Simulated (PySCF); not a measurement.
Predicted microwave data (PBE0-D3(BJ)/def2-SVP geometry optimisation, gas phase in PySCF) for one isomer of C3H3FO2:

```
Rotational constants : A = 5748, B = 3554, C = 2196 MHz
Dipole components    : |μa| = 0.47 D, |μb| = 2.77 D, |μc| = 0.00 D
Inertial defect      : 0.00 u·Å²
κ                    : -0.24
```

Question: Which candidate fits, each taken in the one conformer that was computed?
A. `[O:1]=[CH:2][O:3]/[CH:4]=[CH:5]\[F:6]` with O1–C2–O3–C4 0°, C2–O3–C4–C5 -179°
B. `[CH2:1]=[C:2]([F:3])[C:4](=[O:5])[OH:6]` with C1–C2–C4–O5 180°, C2–C4–O6–H 180°
C. `[O:1]=[CH:2][O:3]/[CH:4]=[CH:5]/[F:6]` with O1–C2–O3–C4 0°, C2–O3–C4–C5 0°
D. `O=C1OC[C@H]1F`
E. `[O:1]=[C:2]([OH:3])/[CH:4]=[CH:5]/[F:6]` with O1–C2–O3–H 0°, O1–C2–C4–C5 0°
F. `O=C1CO[C@H]1F`

Answer: B. It is C=C(F)C(=O)O, an asymmetric top, point group Cs. The candidates at the same level (rigid rotor, commonest isotopes):

```tsv
SMILES	A (MHz)	B (MHz)	C (MHz)	μa (D)	μb (D)	μc (D)	Δ (u·Å²)	point group	rotor
O=C1CO[C@H]1F	5526	3970	2567	0.56	1.57	0.56	-21.87	C1	asymmetric top
O=CO/C=C\F	15405	1823	1630	0.66	0.24	0.00	-0.02	Cs	near-prolate asymmetric top
C=C(F)C(=O)O	5748	3554	2196	0.47	2.77	0.00	0.00	Cs	asymmetric top
O=CO/C=C/F	9373	2193	1777	0.99	1.39	0.00	0.00	Cs	asymmetric top
O=C(O)/C=C/F	10838	1907	1622	0.39	0.82	0.00	0.00	Cs	near-prolate asymmetric top
O=C1OC[C@H]1F	5628	3961	2508	2.43	2.44	1.29	-15.84	C1	asymmetric top
```

`O=C1CO[C@H]1F` has C 17 % too high; `O=CO/C=C\F` has A 168 % too high; `O=C1OC[C@H]1F` has C 14 % too high; `O=CO/C=C/F` has A 63 % too high; `O=C(O)/C=C/F` has A 89 % too high. In the right answer the mirror of this Cs structure is the ab plane, so μc vanishes by symmetry. No structure here is proved a minimum.
